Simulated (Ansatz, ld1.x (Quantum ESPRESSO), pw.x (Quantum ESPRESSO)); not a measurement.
Equation-of-state test of one TM potential (Ba)

ld1.x (Quantum ESPRESSO) 7.5 input, shortened:

```
&input
   title='Ba', zed=56., rel=1, dft='PBESOL', iswitch=3,
   config='[Xe] 5d0 6s2 6p0'
 /
 &inputp
   pseudotype=2, tm=.true., lloc=-2, rcloc=3.25,
   nlcc=.false.
 /
3
6S  1  0   2.00   0.00  3.00  3.00  0.0
6P  2  1   0.00   0.00  4.20  4.20  0.0
5D  3  2   0.00   0.00  2.75  2.75  0.0
 &test
   configts(1)='5d0 6s2 6p0'
 /
```

Crystal test: fcc Ba in pw.x 7.5, no spin, 9³ k-points, Fermi–Dirac smearing 0.01 Ry, cutoffs 35/140 Ry. The reference is all-electron LAPW (Ansatz 0.2.0) with the same functional, mesh and smearing; V0 and B0 come from Birch–Murnaghan fits to the pressures at five volumes. Errors are pseudo minus all-electron; Δ is the rms difference of the E(V) curves that follow from these fits, minima aligned, over ±6 % about the mean V0. Mesh and smearing are coarse, so the numbers serve the comparison and aren't converged zero-temperature values; the lattice is a test structure that the element need not adopt.

All-electron: a0 = 6.172 Å (V0 = 58.77 Å³/atom), B0 = 8.2 GPa.

**Question.** How far does the potential miss the all-electron equation of state?

**Answer.** mean pressure error (GPa): -1.98. The pressure does not cross zero within the volumes sampled, so no fit is given. This is a poor potential for the solid. Note: ghost state, extra bound levels that the all-electron valence spectrum of the same l lacks: s at -0.22 eV. A true bound ghost makes a file unfit for plane-wave use. The logarithmic derivative shows an extra or strongly shifted pseudo pole above the reference energy (s near -0.02 Ry, p near 0.41 Ry).

| V (Å³/atom) | P all-electron (GPa) | P pseudo (GPa) |
| --- | --- | --- |
| 55.778 | 0.45 | -1.84 |
| 57.246 | 0.22 | -1.90 |
| 58.714 | 0.01 | -1.96 |
| 60.182 | -0.19 | -2.01 |
| 61.650 | -0.37 | -2.06 |

**Question.** At the middle volume, how do free energy and pressure move when the wave cutoff is lowered (ecutrho kept at four times it)?

**Answer.**

```json
{"cutoff (Ry)": "16", "shift of F (meV/atom)": "+3.7", "shift of P (GPa)": "-0.00"}
{"cutoff (Ry)": "21", "shift of F (meV/atom)": "+2.2", "shift of P (GPa)": "-0.01"}
{"cutoff (Ry)": "28", "shift of F (meV/atom)": "+0.3", "shift of P (GPa)": "+0.01"}
```

Input at the middle volume:

```
&control
  calculation='scf', prefix='x', pseudo_dir='./', outdir='./tmp', tstress=.true., disk_io='low'
/
&system
  ibrav=0, nat=1, ntyp=1, ecutwfc=35, ecutrho=140, nbnd=8,
  occupations='smearing', smearing='fd', degauss=0.01
/
&electrons
  conv_thr=1e-09, mixing_beta=0.4, electron_maxstep=70
/
ATOMIC_SPECIES
Ba 1.0 Ba.UPF
CELL_PARAMETERS angstrom
  0.00000000 3.08487254 3.08487254
  3.08487254 0.00000000 3.08487254
  3.08487254 3.08487254 0.00000000
ATOMIC_POSITIONS crystal
Ba 0.0000 0.0000 0.0000
K_POINTS automatic
9 9 9 0 0 0
```

```bash
pw.x < Ba.scf.in > Ba.scf.out
```

Lines of the output:

```
Message from routine setup:
     using ibrav=0 with symmetry is DISCOURAGED, use correct ibrav instead
     lattice parameter (alat)  =       8.2442  a.u.
     unit-cell volume          =     396.2217 (a.u.)^3
     number of electrons       =         2.00
     number of Kohn-Sham states=            8
     kinetic-energy cutoff     =      35.0000  Ry
     charge density cutoff     =     140.0000  Ry
     scf convergence threshold =      1.0E-09
     Exchange-correlation= PBESOL
     number of k points=    35  Fermi-Dirac smearing, width (Ry)=  0.0100
     iteration #  1     ecut=    35.00 Ry     beta= 0.40
     total energy              =      -1.28632086 Ry
     estimated scf accuracy    <       0.00218094 Ry
     iteration #  2     ecut=    35.00 Ry     beta= 0.40
     negative rho (up, down):  4.340E-04 0.000E+00
     total energy              =      -1.28823940 Ry
     estimated scf accuracy    <       0.00115015 Ry
     iteration #  3     ecut=    35.00 Ry     beta= 0.40
     total energy              =      -1.28846424 Ry
     estimated scf accuracy    <       0.00009718 Ry
     iteration #  4     ecut=    35.00 Ry     beta= 0.40
     total energy              =      -1.28847383 Ry
     estimated scf accuracy    <       0.00000029 Ry
     iteration #  5     ecut=    35.00 Ry     beta= 0.40
     total energy              =      -1.28847417 Ry
     estimated scf accuracy    <       0.00000016 Ry
     iteration #  6     ecut=    35.00 Ry     beta= 0.40
     total energy              =      -1.28847418 Ry
     estimated scf accuracy    <          2.6E-09 Ry
     iteration #  7     ecut=    35.00 Ry     beta= 0.40
     the Fermi energy is     1.3167 ev
!    total energy              =      -1.28847418 Ry
     estimated scf accuracy    <          2.5E-10 Ry
     smearing contrib. (-TS)   =      -0.00864496 Ry
     The total energy is F=E-TS. E is the sum of the following terms:
     one-electron contribution =       0.93535295 Ry
     hartree contribution      =       0.00076257 Ry
     xc contribution           =      -0.64297563 Ry
     ewald contribution        =      -1.57296911 Ry
     convergence has been achieved in   7 iterations
          total   stress  (Ry/bohr**3)                   (kbar)     P=      -19.59
```

The run at the middle volume (35 k-points, 7 iterations) took about 2.8 s on one core of a shared host (Neoverse-V2, 96 threads, 371 GiB, load 31).
